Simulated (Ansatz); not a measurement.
Reaction (substitution at a C–C bond): `CC(C)(F)C=O` + H–F → `CC(C)(F)F` + `C=O`

Calculated with Ansatz (gas phase, PBE0-D4/def2-TZVP geometries, no zero-point term in ΔE). CBS: MP2 limit from def2 TZ/QZ plus the TZ coupled-cluster correction, frozen cores. This one scheme is used for every species. DFT in def2-TZVPP. HSE06 is defined as in plane-wave codes. Each species was taken in one conformer, which may not be the lowest.

| level | ΔE (kJ/mol) | difference from CCSD(T)/CBS |
| --- | --- | --- |
| PBE-D4 | 23.3 | -8.0 |
| BLYP-D4 | 18.9 | -12.4 |
| r2SCAN-D4 | 18.4 | -12.9 |
| r2SCANh-D4 | 19.5 | -11.8 |
| HSE06-D4 | 24.6 | -6.7 |
| r2SCAN | 16.8 | -14.5 |
| HSE06 | 20.0 | -11.3 |
| HF/def2-SVP | -7.1 | -38.4 |
| CCSD/def2-TZVPP | 23.8 | -7.5 |
| CCSD(T)/def2-TZVPP | 26.6 | -4.7 |
| CCSD(T)/CBS | 31.3 | 0 |

Largest T1 diagnostic among the species: 0.015.

Leaving LDA and LC-ωPBE aside and taking each functional with its dispersion term where it has one, the values, not all of them listed here, spread over 12.9 kJ/mol, from B97M-V to revPBE-D4. LDA lies +8.3 kJ/mol from PBE without D4. The D4 term adds +8.8 kJ/mol with B3LYP and +4.9 kJ/mol with PBE0; it sums over pairs of atoms, weighted by their polarisabilities, and B3LYP, whose exchange is more repulsive, gets the larger term. From BLYP to BHLYP (50 % exact exchange), in def2-TZVPP and without D4, ΔE moves by +3.9 kJ/mol.

B3LYP here is the variant with VWN-RPA as its local correlation; programs differ in this.
